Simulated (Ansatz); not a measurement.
For hcp Y, PBE-D4 (Ansatz, an electronic-structure program, PAW) gives:

| Item | Value |
|---|---|
| lattice constant a | 3.621 Å |
| c axis length | 5.628 Å |
| bulk modulus B0 | 41.8 GPa |
| cohesive energy | 4.43 eV/atom |

**Question.** What does r²SCAN-D4 in Ansatz (plane waves, PAW) give for the same quantities?

**Answer.** 
- lattice constant a: 3.674 Å (increases by 1.5 %)
- lattice parameter c: 5.682 Å (rises by 1.0 %)
- bulk modulus: 41.0 GPa (falls by 1.9 %)
- cohesive energy: 4.16 eV/atom (decreases by 0.27 eV/atom)

For comparison: lattice constant a 3.648 Å (measured, 293 K, not corrected to a static lattice; as tabulated in Wikipedia's data pages); lattice parameter c 5.732 Å (measured, 293 K, no zero-point or thermal correction; as tabulated in Wikipedia's data pages); bulk modulus 41.7 GPa (measured, zero-point energy and finite temperature contributions removed, our sources range from 37.3 to 41.7; as tabulated in doi:10.1021/acs.jctc.3c00612); cohesive energy 4.42 eV/atom (measured, finite-temperature (and zero-point) corrections as in the cited sets; as tabulated in Jana et al. (2018), arXiv:1807.00350).

Changes are worked out from the printed values.

Unless a cell is named, each level is at its own relaxed cell (PBE-D4 31.95, r²SCAN-D4 33.20 Å³/atom).

The crystal itself was run without spin with PBE-D4, r²SCAN-D4; a magnetic state was not tried in these runs.

Ansatz's density-functional and Hartree–Fock values are scalar-relativistic unless marked +SOC, with PAW data made under PBE.
